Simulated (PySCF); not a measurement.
Spin–spin coupling constants

Geometry:
| atom | x (Å) | y (Å) | z (Å) |
| --- | --- | --- | --- |
| C1 | -1.897 | 0.099 | -0.127 |
| C2 | -0.432 | 0.345 | -0.460 |
| C3 | 0.502 | -0.223 | 0.590 |
| C4 | 1.956 | -0.246 | 0.179 |
| O5 | 0.125 | -0.622 | 1.661 |
| H6 | -2.543 | 0.574 | -0.862 |
| H7 | -2.107 | -0.968 | -0.115 |
| H8 | -2.126 | 0.498 | 0.857 |
| H9 | -0.236 | 1.419 | -0.517 |
| H10 | -0.175 | -0.083 | -1.431 |
| H11 | 2.240 | 0.693 | -0.288 |
| H12 | 2.586 | -0.441 | 1.042 |
| H13 | 2.102 | -1.044 | -0.547 |

Indirect spin–spin couplings were computed at B3LYP/pcJ-1 (without the spin–dipole term) (PySCF 2.14.0 with density-fitted response routines) on a GFN2-xTB structure, for the isolated molecule, without vibrational or relativistic corrections. Couplings are averaged over pairs made equivalent by symmetry, fast rotation or ring inversion, so a value needn't be that of the named pair in this geometry, while other rotamers aren't included; one pair stands for each set, and the list holds those of at least 1.5 Hz over up to four bonds, among pairs with at least one C or H atom (others weren't computed).

Isotopes: ¹³C, ¹H, ¹⁷O. Couplings to quadrupolar nuclei such as 17O and 33S are rarely resolved in practice.

```
    pair  bonds  J (Hz)
  C1, C2      1    35.5
  C1, H6      1   134.2
  C2, C3      1    40.2
  C2, H9      1   131.6
  C3, C4      1    41.2
  C3, O5      1    33.2
 C4, H11      1   132.8
  C1, C3      2    -1.8
  C1, H9      2    -3.3
  C2, C4      2       ?
  C2, H6      2       ?
  C3, H9      2    -4.5
 C3, H11      2    -5.2
  C4, O5      2       ?
  H6, H7      2   -13.6
 H9, H10      2   -19.1
H11, H12      2   -15.2
  C1, O5      3    -1.6
 C2, H11      3       ?
  C3, H6      3       ?
  O5, H9      3       ?
 O5, H11      3    -1.9
  H6, H9      3       ?
```

Problem. Estimate the withheld couplings, with signs.

Solution. 
- ²J(C2,C4) = 17.4 Hz (angle at C3 114°)
- ²J(C2,H6) = -3.7 Hz (mean over equivalent pairs that range from -4.7 to -2.2 Hz in this conformer)
- ²J(C4,O5) = -1.8 Hz (angle at C3 123°)
- ³J(C2,H11) = 1.9 Hz (mean over equivalent pairs that range from -0.3 to 5.5 Hz in this conformer)
- ³J(C3,H6) = 4.9 Hz (mean over equivalent pairs that range from 1.9 to 10.5 Hz in this conformer)
- ³J(O5,H9) = -1.5 Hz (dihedral angle 110°)
- ³J(H6,H9) = 7.5 Hz (mean over equivalent pairs that range from 2.9 to 15.0 Hz in this conformer)
